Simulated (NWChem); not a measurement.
All runs are NWChem calculations. System: S, charge 0, spin multiplicity 3. Its SCF solution wasn't tested for a lower state. Level: ROCR-CCSD(T)/def2-TZVP, 5 core orbitals frozen.

Input file:

```
start mol
memory heap 100 mb stack 700 mb global 1900 mb
geometry units angstroms nocenter noautoz
  S      0.000000     0.000000     0.000000
  symmetry group D2h
end
basis spherical
  * library def2-tzvp
end
scf
  rohf
  nopen 2
  maxiter 100
  thresh 1e-7
  semidirect memsize 60000000 filesize 0
  # guess.movecs holds the orbitals of an unrestricted PBE0 run
  vectors input guess.movecs swap 7 9 output mol.movecs
end
tce
  freeze core 5
  cr-ccsd(t)
  2eorb
  2emet 13
  thresh 1e-6
  maxiter 100
  tilesize 24
end
task tce energy
```

NWChem printed:

```
             Northwest Computational Chemistry Package (NWChem) 7.3.0
             --------------------------------------------------------

                                NWChem Input Module
                                -------------------

 Scaling coordinates for geometry "geometry" by  1.889725989
 (inverse scale =  0.529177249)

                             Geometry "geometry" -> ""
                             -------------------------

 Output coordinates in angstroms (scale by  1.889725989 to convert to a.u.)

  No.       Tag          Charge          X              Y              Z
 ---- ---------------- ---------- -------------- -------------- --------------
    1 S                   16.0000     0.00000000     0.00000000     0.00000000

 Effective nuclear repulsion energy (a.u.)       0.0000000000

            Nuclear Dipole moment (a.u.)
            ----------------------------
        X                 Y               Z
 ---------------- ---------------- ----------------
     0.0000000000     0.0000000000     0.0000000000

      Symmetry information
      --------------------

 Group name             D2h
 Group number             26
 Group order               8
 No. of unique centers     1

      Symmetry unique atoms

     1


 Summary of "ao basis" -> "" (spherical)
 ------------------------------------------------------------------------------
       Tag                 Description            Shells   Functions and Types
 ---------------- ------------------------------  ------  ---------------------
 *                         def2-tzvp                  on all atoms

 Summary of "ao basis" -> "ao basis" (spherical)
 ------------------------------------------------------------------------------
       Tag                 Description            Shells   Functions and Types
 ---------------- ------------------------------  ------  ---------------------
 S                         def2-tzvp                13       37   5s5p2d1f

                                 NWChem SCF Module
                                 -----------------

  ao basis        = "ao basis"
  functions       =    37
  atoms           =     1
  closed shells   =     7
  open shells     =     2
  charge          =   0.00
  wavefunction    = ROHF
  use symmetry    = T
  symmetry adapt  = T

 Summary of "ao basis" -> "ao basis" (spherical)
 ------------------------------------------------------------------------------
       Tag                 Description            Shells   Functions and Types
 ---------------- ------------------------------  ------  ---------------------
 S                         def2-tzvp                13       37   5s5p2d1f

      Symmetry analysis of basis
      --------------------------

        ag          9
        au          1
        b1g         2
        b1u         7
        b2g         2
        b2u         7
        b3g         2
        b3u         7

 Forming initial guess at       0.0s

 Swapping ROHF orbitals     7    9

      Symmetry analysis of molecular orbitals - initial
      -------------------------------------------------

  Numbering of irreducible representations:

     1 ag          2 au          3 b1g         4 b1u         5 b2g
     6 b2u         7 b3g         8 b3u

  Orbital symmetries:

     1 ag          2 ag          3 b2u         4 b1u         5 b3u
     6 ag          7 b3u         8 b1u         9 b2u        10 b2u
    11 b1u        12 ag         13 b3g        14 b3u        15 b1g
    16 b2g        17 ag         18 ag         19 ag

 Starting SCF solution at       0.0s

 ----------------------------------------------
         Quadratically convergent ROHF

 Convergence threshold     :          1.000E-07
 Maximum no. of iterations :          100
 Final Fock-matrix accuracy:          1.000E-09
 ----------------------------------------------

              iter       energy          gnorm     gmax       time
             ----- ------------------- --------- --------- --------
                 1     -397.4870274184  7.64D-01  4.87D-01      0.1
                 2     -397.4959918647  6.42D-02  4.13D-02      0.1
                 3     -397.4962447062  1.67D-03  8.13D-04      0.1
                 4     -397.4962448141  5.86D-07  2.79D-07      0.1
                 5     -397.4962448141  5.63D-09  2.28D-09      0.1

       Final ROHF results
       ------------------

         Total SCF energy =   -397.496244814075
      One-electron energy =   -549.381163141390
      Two-electron energy =    151.884918327315
 Nuclear repulsion energy =      0.000000000000

        Time for solution =      0.1s

       Symmetry analysis of molecular orbitals - final
       -----------------------------------------------

  Numbering of irreducible representations:

     1 ag          2 au          3 b1g         4 b1u         5 b2g
     6 b2u         7 b3g         8 b3u

  Orbital symmetries:

     1 ag          2 ag          3 b2u         4 b1u         5 b3u
     6 ag          7 b3u         8 b2u         9 b1u        10 b1u
    11 b2u        12 b3u        13 ag         14 b3g        15 b1g
    16 b2g        17 ag         18 ag         19 ag

             Final eigenvalues
             -----------------

              1
    1  -92.0014
    2   -9.0036
    3   -6.6824
    4   -6.6824
    5   -6.6806
    6   -0.8789
    7   -0.3966
    8   -0.2235
    9   -0.2235
   10    0.4067
   11    0.4067
   12    0.4158
   13    0.5284
   14    0.5284
   15    0.5333
   16    0.5333
   17    0.5346
   18    0.5665
   19    1.7299

                       ROHF Final Molecular Orbital Analysis
                       -------------------------------------

 Vector    7  Occ=2.000000D+00  E=-3.965646D-01  Symmetry=b3u
              MO Center=  1.8D-19,  1.2D-35, -6.5D-36, r^2= 1.5D+00
   Bfn.  Coefficient  Atom+Function         Bfn.  Coefficient  Atom+Function
  ----- ------------  ---------------      ----- ------------  ---------------
    15      0.539720  1 S  px                18      0.381872  1 S  px
    12      0.248383  1 S  px                 6     -0.191738  1 S  px

 Vector    8  Occ=1.000000D+00  E=-2.234786D-01  Symmetry=b2u
              MO Center=  4.7D-36, -7.8D-20, -8.3D-33, r^2= 1.4D+00
   Bfn.  Coefficient  Atom+Function         Bfn.  Coefficient  Atom+Function
  ----- ------------  ---------------      ----- ------------  ---------------
    16      0.585713  1 S  py                19      0.326762  1 S  py
    13      0.250406  1 S  py                 7     -0.197330  1 S  py

 Vector    9  Occ=1.000000D+00  E=-2.234786D-01  Symmetry=b1u
              MO Center= -4.2D-17,  3.2D-20,  1.6D-17, r^2= 1.4D+00
   Bfn.  Coefficient  Atom+Function         Bfn.  Coefficient  Atom+Function
  ----- ------------  ---------------      ----- ------------  ---------------
    17      0.585713  1 S  pz                20      0.326762  1 S  pz
    14      0.250406  1 S  pz                 8     -0.197330  1 S  pz

 Vector   10  Occ=0.000000D+00  E= 4.066601D-01  Symmetry=b1u
              MO Center= -9.3D-34,  4.6D-33,  7.1D-20, r^2= 4.1D+00
   Bfn.  Coefficient  Atom+Function         Bfn.  Coefficient  Atom+Function
  ----- ------------  ---------------      ----- ------------  ---------------
    20      1.416342  1 S  pz                17     -1.202619  1 S  pz

 Vector   11  Occ=0.000000D+00  E= 4.066601D-01  Symmetry=b2u
              MO Center=  4.4D-21,  8.5D-19,  7.5D-19, r^2= 4.1D+00
   Bfn.  Coefficient  Atom+Function         Bfn.  Coefficient  Atom+Function
  ----- ------------  ---------------      ----- ------------  ---------------
    19      1.416342  1 S  py                16     -1.202619  1 S  py

 Vector   12  Occ=0.000000D+00  E= 4.158314D-01  Symmetry=b3u
              MO Center= -1.9D-20, -7.0D-35,  2.4D-35, r^2= 4.0D+00
   Bfn.  Coefficient  Atom+Function         Bfn.  Coefficient  Atom+Function
  ----- ------------  ---------------      ----- ------------  ---------------
    18      1.399481  1 S  px                15     -1.217108  1 S  px

 center of mass
 --------------
 x =   0.00000000 y =   0.00000000 z =   0.00000000

 moments of inertia (a.u.)
 ------------------
           0.000000000000           0.000000000000           0.000000000000
           0.000000000000           0.000000000000           0.000000000000
           0.000000000000           0.000000000000           0.000000000000

  Mulliken analysis of the total density
  --------------------------------------

    Atom       Charge   Shell Charges
 -----------   ------   -------------------------------------------------------
    1 S   16    16.00   2.01  0.49  1.48  1.15  0.88  4.17  1.70  0.83  2.13  1.16  0.00  0.00  0.00

 Mulliken analysis of the open-shell density
 -------------------------------------------

    Atom       Charge   Shell Charges
 -----------   ------   -------------------------------------------------------
    1 S   16     2.00   0.00  0.00  0.00  0.00 -0.00  0.05 -0.04  0.33  1.12  0.53  0.00  0.00  0.00

       Multipole analysis of the density wrt the origin
       ------------------------------------------------

     L   x y z        total         open         nuclear
     -   - - -        -----         ----         -------
     0   0 0 0     -0.000000     -2.000000     16.000000

     1   1 0 0      0.000000      0.000000      0.000000
     1   0 1 0      0.000000      0.000000      0.000000
     1   0 0 1     -0.000000     -0.000000      0.000000

     2   2 0 0    -11.126530     -1.901401      0.000000
     2   1 1 0     -0.000000     -0.000000      0.000000
     2   1 0 1      0.000000     -0.000000      0.000000
     2   0 2 0     -8.974693     -3.918498      0.000000
     2   0 1 1      0.000000      0.000000      0.000000
     2   0 0 2     -8.974693     -3.918498      0.000000

                   NWChem Extensible Many-Electron Theory Module
                   ---------------------------------------------


            General Information
            -------------------
      Number of processors :     1
         Wavefunction type : Restricted open-shell Hartree-Fock
          No. of electrons :    16
           Alpha electrons :     9
            Beta electrons :     7
           No. of orbitals :    74
            Alpha orbitals :    37
             Beta orbitals :    37
        Alpha frozen cores :     5
         Beta frozen cores :     5
     Alpha frozen virtuals :     0
      Beta frozen virtuals :     0
         Spin multiplicity : triplet
    Number of AO functions :    37
       Number of AO shells :    13
        Use of symmetry is : on
      Symmetry adaption is : on
         Schwarz screening : 0.10D-09

          Correlation Information
          -----------------------
          Calculation type : Coupled-cluster singles & doubles w/ perturbation
   Perturbative correction : Completely renormalized (T)
            Max iterations :      100
        Residual threshold : 0.10D-05
     T(0) DIIS level shift : 0.00D+00
     L(0) DIIS level shift : 0.00D+00
     T(1) DIIS level shift : 0.00D+00
     L(1) DIIS level shift : 0.00D+00
     T(R) DIIS level shift : 0.00D+00
     T(I) DIIS level shift : 0.00D+00
   CC-T/L Amplitude update :  5-th order DIIS
                I/O scheme : Global Array Library
        L-threshold :  0.10D-05
        EOM-threshold :  0.10D-05
 no EOMCCSD initial starts read in
 TCE RESTART OPTIONS
 SLICE:      F
 D4D5:       F
 quantumc:   F
 qrotation:  F
 pwtce:      F
 qducc:      F
 nacto:                         0
 nrotv:                         0
 nrot:                          0

            Memory Information
            ------------------
          Available GA space size is     249034062 doubles
          Available MA space size is     104853868 doubles

 Maximum block size supplied by input
 Maximum block size        24 doubles

 tile_dim =      6

 -------------------------------------------------

 Global array virtual files algorithm will be used

 Parallel file system coherency ......... OK

 4-electron integrals stored in orbital form

 v2    file size   =            29263
 4-index algorithm nr.  13 is used
 imaxsize =       30
 imaxsize ichop =        0


CCSD iterations
 ---------------------------------------------------------
 Iter          Residuum       Correlation     Cpu    Wall
 ---------------------------------------------------------
    1   0.0892361541080  -0.1311298377364     0.2     0.2
    2   0.0220782720284  -0.1401832299671     0.2     0.2
    3   0.0071226295619  -0.1426682335235     0.2     0.2
    4   0.0025889103213  -0.1432278036427     0.2     0.2
    5   0.0010243181934  -0.1434027063452     0.2     0.2
    6   0.0001256838379  -0.1434889417531     0.2     0.2
    7   0.0000364339702  -0.1434918096039     0.2     0.2
    8   0.0000136308309  -0.1434915925123     0.2     0.2
    9   0.0000056011987  -0.1434916969450     0.2     0.2
   10   0.0000024002260  -0.1434917137552     0.2     0.2
   11   0.0000002614715  -0.1434917486089     0.2     0.2
 -----------------------------------------------------------------
 Iterations converged
 CCSD correlation energy / hartree =        -0.143491748608852
 CCSD total energy / hartree       =      -397.639736562683709

 Singles contributions

 Doubles contributions
 CR-CCSD(T)

 CR-CCSD[T]  correction energy / hartree =        -0.004515839113745
 CR-CCSD[T] correlation energy / hartree =        -0.148007587722598
 CR-CCSD[T] total energy / hartree       =      -397.644252401797473
 CR-CCSD(T)  correction energy / hartree =        -0.004558363174697
 CR-CCSD(T) correlation energy / hartree =        -0.148050111783549
 CR-CCSD(T) total energy / hartree       =      -397.644294925858389

 Task  times  cpu:        2.9s     wall:        2.9s

 Total times  cpu:        2.9s     wall:        2.9s
```
